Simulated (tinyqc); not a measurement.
A ladder of methods, and size consistency: correlation methods against full CI in the sto-3g basis, for HF, spin multiplicity 1. Computed by the program tinyqc with PySCF. 

Geometry (angstrom):
```
atom       x       y       z
F     0.0000  0.0000  0.0000
H     0.0000  0.0000  1.1910
```

RHF energy of one = -98.525970 hartree

All electrons correlated; +Q is the Davidson correction (1 - c0^2) E_corr. The last columns treat two copies 100 angstrom apart as one system. FCI is the lowest singlet.

Correlation energies (hartree):
```
method   E_corr of one  share of FCI (%)  E_corr of two at 100 angstrom  two minus twice one (mhartree)
MP2           -0.03248            60.184                       -0.06497                           0.000
CISD          -0.05397           100.000                       -0.10317                           4.778
CISD+Q        -0.05659           104.849                       -0.11191                           1.271
CCSD          -0.05397           100.000                       -0.10795                           0.000
CCSD(T)       -0.05397           100.000                       -0.10795                           0.000
FCI           -0.05397           100.000                              -                               -
```

MP2 recovers 60 %, CISD 100.0 % and CCSD 100.0 % of the FCI value (c0^2 = 0.952 in CISD). MP2 and coupled cluster are size consistent, so their last column vanishes; CISD loses 4.78 mhartree, since a double excitation on each copy is a quadruple of the pair, and the Davidson correction leaves +1.27. With two electrons, or one virtual orbital, CISD and CCSD are exact for one copy, so +Q overshoots there.
